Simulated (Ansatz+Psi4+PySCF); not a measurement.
Values are calculated unless marked as measured or tabulated.
Input for PySCF 2.14.0:

```python
from pyscf import gto, scf, mp

mol = gto.M(atom="""
N 0.000000 0.000000 0.000000
O 0.000000 1.104610 0.468880
O 0.000000 -1.104610 0.468880
""", basis='cc-pvtz', charge=0, spin=1)
mf = scf.UHF(mol)
mf.kernel()
pt = mp.MP2(mf, frozen=3).run()
print(mf.e_tot, pt.e_corr, pt.e_tot)
```

The script is written out from the run's settings.

Results

| Property | Result |
| --- | --- |
| Converged | yes |
| Reference energy | -204.10820 hartree |
| Correlation energy | -0.67136 hartree |
| Total energy | -204.77956 hartree |
| Spin squared of the determinant | 0.771 |

Messages of the program:
```
WARN: HOMO -0.156251801192663 >= LUMO -0.156251801192663
WARN: HOMO -0.156251801192663 >= LUMO -0.156251801192663
```

Caution: the determinant breaks the point group.
